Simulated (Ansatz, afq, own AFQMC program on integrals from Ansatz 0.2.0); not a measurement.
# BGeH, triplet in cc-pVDZ, levels against CCSDT(Q)

```xyz
3

Ge    0.0000    0.0000    2.8075
B     0.0000    0.0000   -0.8095
H     0.0000    0.0000   -1.9980
```

Connectivity, by distances: Ge ··· BH.

Basis cc-pVDZ. Only valence electrons are correlated. Integrals, coupled cluster, full CI and functionals: Ansatz 0.2.0; the random walks run on the same integrals in our own AFQMC program. ph-AFQMC/CISD is guided by a CISD state made of CCSD amplitudes; releasing the constraint for a short imaginary time cuts its bias at the price of noise, slowly where states lie close. ± is one standard error of the sampling. No spin–orbit coupling.

Determinant: ROHF, the one that the program's search chose, which needn't be the lowest solution. The geometry is a point of a scan.

No full CI on the walks' own integrals is used here; CCSDT(Q) serves as the reference and is uncertain by about the last step of the cluster series.

Cautions: no relativity below Rb; no spin-orbit coupling; inner d shell frozen; lower spins were not checked; the released energies are still falling, so no released level is given (meV from the phaseless value at times in 1/Eh: -4 ± 10 at 0.24, -12 ± 9 at 0.51, -19 ± 12 at 0.99, -30 ± 11 at 1.62, -37 ± 15 at 2.40), though the last usable value meets CCSDT(Q) within the noise.

- T1 diagnostic: 0.0181
- weight of the determinant in the CISD state: 0.872
- size of the correlated space: 8 electrons in 31 orbitals

```json
{"level": "MP2", "correlation energy (eV)": "-2.8508"}
{"level": "CCSD", "correlation energy (eV)": "-3.9810"}
{"level": "CCSD(T)", "correlation energy (eV)": "-4.0496"}
```

Task: Estimate where phaseless AFQMC with the Hartree–Fock trial lies against CCSD(T) on the same integrals.

Result: 1.22 ± 0.91 kcal/mol above CCSD(T). The gap is under twice the noise, so this walk alone can't tell the two apart.

Reference: CCSDT(Q), correlation energy -4.078 eV.

| level | E − E(reference) (kcal/mol) | share of correlation (%) |
| --- | --- | --- |
| CCSD(T) | 0.67 | 99.29 |
| CCSDT | 0.09 | 99.91 |
| ph-AFQMC/HF | 1.88 ± 0.91 | 98.00 |
| ph-AFQMC/CISD | 0.57 ± 0.19 | 99.39 |

A walk keeps the symmetry of its determinant, which the program's search chose and which needn't be the lowest solution, so a lower state of the same spin and another symmetry isn't excluded.
